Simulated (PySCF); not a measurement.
## Basis set benchmark on one molecule

Molecule: SMILES FC[SiH3], CH5FSi.

Numbering as in the mapped SMILES `[F:1][CH2:2][SiH3:3]`. Each H is labelled by its parent atom.

Geometry PBE0-D3(BJ)/def2-SVP throughout; GIAO in PySCF 2.14, gas phase, one conformer, non-relativistic; equivalent atoms averaged; functional PBE0.

Reference values (measured; G. Saielli, R. Bini, A. Bagno, Computational 19F NMR. 2. Organic compounds, RSC Adv. 2014, ESI (exp. from Berger-Braun-Kalinowski 1994 and Everett 1995)): δ(F1) = -265.0 ppm vs CFCl3. Computed shifts are taken against CFCl3, calculated as an isolated molecule at each level.

How do the basis sets STO-3G, 6-31G, pcSseg-0, 6-31G*, def2-SVP, cc-pVDZ, pcSseg-1, aug-cc-pVDZ, 6-311+G(2d,p), def2-TZVP, IGLO-III, cc-pVTZ, pcSseg-2 perform against the reference? Times are CPU seconds on shared hosts with different chips, so compare them loosely.

Results:


| basis set | functions | F1 | abs. error F | core-s |
| --- | --- | --- | --- | --- |
| STO-3G | 24 | -166.4 | 98.6 | 1.1 |
| 6-31G | 41 | -285.6 | 20.6 | 2.1 |
| pcSseg-0 | 41 | -311.9 | 46.9 | 2 |
| 6-31G* | 56 | -271.3 | 6.3 | 2.6 |
| def2-SVP | 71 | -260.2 | 4.8 | 2.9 |
| cc-pVDZ | 71 | -269.6 | 4.6 | 3.5 |
| pcSseg-1 | 83 | -288.9 | 23.9 | 3.7 |
| aug-cc-pVDZ | 118 | -273.2 | 8.2 | 6.1 |
| 6-311+G(2d,p) | 119 | -291.5 | 26.5 | 5.3 |
| def2-TZVP | 129 | -290.1 | 25.1 | 6 |
| IGLO-III | 164 | -293.2 | 28.2 | 8.6 |
| cc-pVTZ | 164 | -284.7 | 19.7 | 9.1 |
| pcSseg-2 | 185 | -290.8 | 25.8 | 8.6 |

For $^{19}$F the closest is cc-pVDZ (4.6 ppm, with def2-SVP practically level) and the furthest STO-3G (98.6 ppm). Where a smaller basis beats a larger one, errors probably cancel; the largest sets show where the functional converges. One molecule is a small sample, and vibrational and solvent effects are absent from the calculation.

A small basis that lands close on one nucleus may do so by chance; judge by the trend and by all nuclei.
